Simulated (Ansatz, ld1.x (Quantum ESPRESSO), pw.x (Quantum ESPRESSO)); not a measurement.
Hg: one change to the TM potential, in the atom and in the bcc crystal

```
Element                 : Hg
Generator               : ld1.x (Quantum ESPRESSO) 7.5
Type                    : norm-conserving Troullier–Martins (Kleinman–Bylander form)
Functional              : LDA (PW92)
Relativity              : scalar-relativistic
Frozen core             : [Xe] 4f14
Valence charge          : 12
Reference configuration : 5d10 6s2 6p0
Partial waves           : 6s (bound): rc 2.35 bohr; 6p (bound, empty): rc 3.50 bohr; 5d (bound): rc 2.25 bohr
Local potential         : all-electron potential smoothed inside 2.50 bohr (lloc = -1)
Core correction         : none
```

Change: all radii scaled by about 0.81 (s 1.90, p 2.82, d 1.82 bohr); local potential all-electron potential smoothed inside 2.02 bohr (lloc = -1).

Cutoffs, loose and tight: the cutoffs (Ry, on a coarse ladder) from which the occupation-weighted sum of valence levels, in a spherical-Bessel basis at the reference potential, stays within 10 and 1 mRy of its value at 400 Ry. They do not see the model core or the augmentation charge, which bear on the density cutoff. Test errors are all-electron minus pseudo excitation energies from the reference, over the configurations 5d10 6s1 6p0; 5d10 6s0 6p0; 5d9 6s0 6p0; 5d10 6s0 6p1; 5d10 6s1.5 6p0; 5d8 6s0 6p0; 5d9 6s2 6p0 (two spin-polarised tests are not counted in the largest error); variants that change the core or the reference have their own tests.

Crystal test: bcc Hg in pw.x 7.5, no spin, 13³ k-points, Fermi–Dirac smearing 0.01 Ry, cutoffs set for each file from its atomic test. The reference is all-electron LAPW (Ansatz 0.2.0) with the same functional, mesh and smearing; V0 and B0 come from Birch–Murnaghan fits to the pressures at five volumes. Errors are pseudo minus all-electron; Δ is the rms difference of the E(V) curves that follow from these fits, minima aligned, over ±6 % about the mean V0. Mesh and smearing are coarse, so the numbers serve the comparison and aren't converged zero-temperature values; the lattice is a test structure that the element need not adopt.

All-electron: a0 = 3.562 Å (V0 = 22.59 Å³/atom), B0 = 47.8 GPa.

Q: Does the change bring the crystal closer to the all-electron result?

A: The mean pressure error goes from +0.22 to -30.69 GPa, so the change moves the solid further from the all-electron pressures.

| quantity | base | changed |
| --- | --- | --- |
| outcome (atom) | generated | generated |
| cutoff, loose (atom) | 40 Ry | 50 Ry |
| cutoff, tight (atom) | 70 Ry | 70 Ry |
| bound ghosts (atom) | none | s |
| largest test error (meV) (atom) | -164 | -46 over the solved tests; 1 of 9 tests not solved or not reliable |
| cutoffs in pw.x (Ry) | 85/340 | 85/340 |
| a0 (Å) | 3.567 | – |
| a0 error (%) | +0.15 | – |
| B0 error (%) | +1.4 | – |
| Δ (meV/atom) | 1.1 | – |
| mean pressure error (GPa) | +0.22 | -30.69 |

A dash: not determined, or the minimum lies outside the volumes sampled.

Base: The largest radius (3.50 bohr) exceeds half the bond length (2.92 bohr), so the spheres overlap, which is one possible source of error among others. Changed file: This is a poor potential for the solid. The pseudo pressure rises with volume over the whole range, a mechanical instability. Note: ghost state, extra bound levels that the all-electron valence spectrum of the same l lacks: s at -17.7 eV. A true bound ghost makes a file unfit for plane-wave use. Atomic configuration tests: 1 of 9 tests not solved or not reliable. The atomic cutoffs weigh occupied waves only.
